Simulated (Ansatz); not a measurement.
Geometry optimisation, Ansatz, RKS PBE-D4/def2-SVP.

The input (input.yaml):

```yaml
crystal:
  periodic: [false, false, false]
  atoms:
    - { symbol: "N", position_ang: [-0.8775, -0.8677, -0.5594] }
    - { symbol: C, position_ang: [-0.2093, 0.1753, -0.2219] }
    - { symbol: "N", position_ang: [0.9487, 0.0349, 0.3892] }
    - { symbol: H, position_ang: [-1.7024, -0.4769, -1.0408] }
    - { symbol: H, position_ang: [-0.4978, 1.2184, -0.4226] }
    - { symbol: H, position_ang: [1.239, 0.7607, 1.0739] }
    - { symbol: H, position_ang: [1.1605, -0.9128, 0.7359] }
basis:
  gaussian: { orbitals: def2-SVP }
hamiltonian:
  xc: pbe
  dispersion: d4
relax:
  f_tol: 0.02
  max_steps: 50
```

Command:

```bash
$ ansatz run input.yaml --threads 1 --pin off --max-ram 2048MiB --backend cpu --events-out ev --progress --plain --runs-dir out
```

Q: Where does it end, and by what steps?

A: It converged. After 7 steps the energy has fallen by 0.172 eV; H4 moved furthest, 0.10 Å.

```csv
step,energy less start (eV),largest force component (eV/Å),accepted
0,0.0000,3.255,yes
1,-0.1434,0.955,yes
2,-0.1649,0.362,yes
3,-0.1690,0.216,yes
4,-0.1661,0.328,no
5,-0.1718,0.040,yes
6,-0.1719,0.023,yes
7,-0.1720,0.006,yes
```

```xyz
7
Properties=species:S:1:pos:R:3
N -0.924 -0.848 -0.602
C -0.235 0.162 -0.202
N 0.961 0.023 0.457
H -1.749 -0.519 -1.122
H -0.500 1.234 -0.372
H 1.311 0.799 1.017
H 1.197 -0.919 0.779
```

Whether the end is a true minimum wasn't checked by a vibrational analysis.

The run took 9.6 s on 1 thread of Arm Neoverse V2 (shared host), peak memory 0.1 GiB.
